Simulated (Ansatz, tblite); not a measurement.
**[BMeH3]- (CH6B−): removing an electron**

The task here is to estimate one member of a computed series from the others.

The runs use Ansatz 0.2.0, Gaussian basis; as each input shows.

Levels to be run: charge 0 doublet, at the geometry of the singlet (PBE0-D4/def2-TZVPD, PBE-D4/def2-TZVPD, r2SCAN-D4/def2-TZVPD, revPBE-D4/def2-TZVPD, ωB97M-V/def2-TZVPD, B3LYP-D4/def2-TZVPD, LDA/def2-TZVPD, BHLYP-D4/def2-TZVPD, CCSD(T)/def2-TZVPPD); charge 0 doublet, relaxed (PBE0-D4/def2-TZVPD, PBE-D4/def2-TZVPD); the starting singlet's energies come from earlier runs.

**The geometry**

The singlet was relaxed beforehand with PBE-D4/def2-TZVPD.

8 atoms, charge -1, spin multiplicity 1.

Atoms are counted from 1 here; the program's logs count them from 0.

Bond lengths: B1–C2 1.651 Å, B1–H6 1.249 Å, B1–H7 1.249 Å, B1–H8 1.249 Å, C2–H3 1.109 Å, C2–H4 1.109 Å, C2–H5 1.109 Å. Angles: C2–B1–H6 110.7°, C2–B1–H7 110.7°, C2–B1–H8 110.7°, H6–B1–H7 108.2°, H6–B1–H8 108.2°, H7–B1–H8 108.2°, B1–C2–H3 112.7°, B1–C2–H4 112.7°, B1–C2–H5 112.7°, H3–C2–H4 106.1°, H3–C2–H5 106.1°, H4–C2–H5 106.1°.

The ion is computed in the gas phase, without counter-ions or solvent.

Set-up of the first run:

File in.yaml:

```yaml
crystal:
  periodic: [false, false, false]
  atoms:
    - {symbol: B, position_ang: [-0.002091, 0.002994, -0.820166]}
    - {symbol: C, position_ang: [0.002114, -0.003032, 0.830406]}
    - {symbol: H, position_ang: [-1.019510, 0.036458, 1.260541]}
    - {symbol: H, position_ang: [0.550124, 0.860563, 1.259574]}
    - {symbol: H, position_ang: [0.478989, -0.910819, 1.253257]}
    - {symbol: H, position_ang: [1.164932, -0.040606, -1.264331]}
    - {symbol: H, position_ang: [-0.548112, 1.038858, -1.256015]}
    - {symbol: H, position_ang: [-0.626455, -0.984416, -1.263256]}
basis:
  gaussian: {orbitals: def2-TZVPD}
magnetization: {spin_polarized: true, initial_magnetization: 1}
hamiltonian: {xc: pbe0, dispersion: d4}
output: {orbitals: {seedname: orbitals}}
```

Started as:

```
> ansatz run in.yaml --threads 2 --pin off --events-out ev --progress --plain --max-ram 4352MiB
```

Steps of the session up to this table: Charge 0 doublet at the fixed geometry, PBE0-D4/def2-TZVPD; Charge 0 doublet at the fixed geometry, PBE-D4/def2-TZVPD; Charge 0 doublet at the fixed geometry, r2SCAN-D4/def2-TZVPD; Charge 0 doublet at the fixed geometry, revPBE-D4/def2-TZVPD; Charge 0 doublet at the fixed geometry, ωB97M-V/def2-TZVPD; Charge 0 doublet at the fixed geometry, B3LYP-D4/def2-TZVPD; Charge 0 doublet at the fixed geometry, LDA/def2-TZVPD; Charge 0 doublet at the fixed geometry, BHLYP-D4/def2-TZVPD; Charge 0 doublet at the fixed geometry, CCSD(T)/def2-TZVPPD.

One table of the session follows, with a row left open; its other results are not shown here.

Beside −ε(HOMO) of the starting state:

```
               level  −ε(HOMO) (eV)  by difference (eV)  mismatch (eV)
      LDA/def2-TZVPD           0.57                3.93          -3.36
   PBE-D4/def2-TZVPD           0.53                3.89          -3.36
revPBE-D4/def2-TZVPD           0.50                3.96          -3.46
r2SCAN-D4/def2-TZVPD           0.79                3.94          -3.15
 B3LYP-D4/def2-TZVPD           1.63                4.19          -2.57
  PBE0-D4/def2-TZVPD              ?                   ?              ?
 BHLYP-D4/def2-TZVPD           3.03                4.24          -1.21
  ωB97M-V/def2-TZVPD           4.10                4.29          -0.18
```

Estimate the missing values for PBE0-D4/def2-TZVPD.

The run gave: −ε(HOMO) (eV): 1.78; by difference (eV): 4.10; mismatch (eV): -2.32. In the column «−ε(HOMO) (eV)» it lies between B3LYP-D4/def2-TZVPD (1.63) and BHLYP-D4/def2-TZVPD (3.03).
